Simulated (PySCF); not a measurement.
# How methods differ on the ionisation energy of Ne

Ne [Ne] (1S) → Ne⁺ [He] 2s2 2p5 (2P), as a difference of total energies. Computed with PySCF 2.14 in dyall-acv3z (15s9p4d2f, 76 functions), with scalar relativity by spin-free X2C-1e. Correlated levels: valence: 1s2 frozen; virtual orbitals above 40 to 60 times the deepest correlated orbital energy dropped. The calculations carry no spin-orbit coupling.

| method | ionisation energy (eV) | plus first-order spin-orbit estimate | error of that sum (eV) |
| --- | --- | --- | --- |
| UHF | 19.641 | 19.608 | -1.957 |
| MP2 (valence) | 21.625 | 21.592 | +0.027 |
| SCS-MP2 (valence) | 21.478 | 21.445 | -0.120 |
| CCSD (valence) | 21.351 | 21.318 | -0.247 |
| CCSD(T) (valence) | 21.422 | 21.388 | -0.177 |

Reference: 21.565 eV (measured; NIST Atomic Spectra Database, ionization energies).

A first-order spin-orbit estimate (lowest level to lowest level, LS coupling) adds -0.033 eV.

Errors of the correlated levels include the incompleteness of this basis and the frozen core.
